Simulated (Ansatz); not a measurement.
The input, for Ansatz 0.2.0:

```yaml
crystal:
  periodic: [false, false, false]
  atoms:
    - {symbol: As, position_ang: [0.000000, 0.000000, 0.000000]}
    - {symbol: Mg, position_ang: [0.000000, 0.000000, 2.827000]}
basis:
  gaussian: {orbitals: cc-pVDZ}
magnetization: {spin_polarized: false, initial_magnetization: 1}
correlation: {method: fci, electrons: outside_noble_gas}
```

```sh
$ ansatz run in.yaml --threads 1 --pin off --events-out ev --progress --plain --max-ram 2393MiB
```

Output:

```
838 factors; integrals over basis functions are off by at most 1.9e-7 eV
mean field evaluation 1: about -66224.0774 eV, gradient 8.8e0 eV
mean field evaluation 2: about -66224.0894 eV, gradient 8.9e0 eV
mean field evaluation 4: about -66224.7059 eV, gradient 9.6e-1 eV
mean field evaluation 8: about -66224.7218 eV, gradient 1.2e-1 eV
mean field evaluation 16: about -66214.2170 eV, gradient 1.6e1 eV
mean field evaluation 32: about -66214.2753 eV, gradient 1.5e1 eV
mean field evaluation 64: about -66223.5082 eV, gradient 1.7e0 eV
mean field evaluation 96: about -66219.9191 eV, gradient 2.0e1 eV
mean field evaluation 128: about -66224.4308 eV, gradient 2.0e0 eV
mean field evaluation 160: about -66224.4734 eV, gradient 1.7e0 eV
mean field -66224.72222115 eV, -2433.7136528982 hartree, gradient 2.8e-6 eV, S^2 0.750000; 12 other end points of the search recorded, 0 dependent functions left out
mean field evaluation 192: about -66225.9593 eV, gradient 4.3e0 eV
determinant -66224.72222115 eV, -2433.7136528982 hartree, with singles and doubles -66228.37066863 eV, -2433.8477308703 hartree
determinant -66223.28784891 eV, -2433.6609406907 hartree, with singles and doubles -66226.61853694 eV, -2433.7833412180 hartree
determinant -66221.58114351 eV, -2433.5982204243 hartree, with singles and doubles -66225.07133605 eV, -2433.7264826343 hartree
unrestricted determinant -66226.27029980 eV, -2433.7705437393 hartree, S^2 1.7790
19 core orbitals not correlated: weight in the atoms' cores, before any rotation towards them, 1.000 or more for the frozen orbitals, at most 0.000 for the correlated occupied ones
reference -66224.72222115 eV, -2433.7136528982 hartree; 4, 3 occupied and 22, 23 virtual orbitals, 838 factors
state -66228.88499209 eV, -2433.8666319088 hartree
Total energy: -66228.88499209 eV, -2433.8666319088 hartree
```

Natural occupations: 1.9555 1.9201 0.9916 0.9898 0.9897 0.0381 0.0189 0.0189 0.0135 0.0102 0.0102 0.0083 0.0083 0.0070 0.0048 0.0048 0.0032 0.0017 0.0014 0.0014 0.0013 0.0004 0.0004 0.0002.

Ran on 1 thread of Arm Neoverse V2, shared host: 3.3 min wall, 0.96 GiB peak host memory.
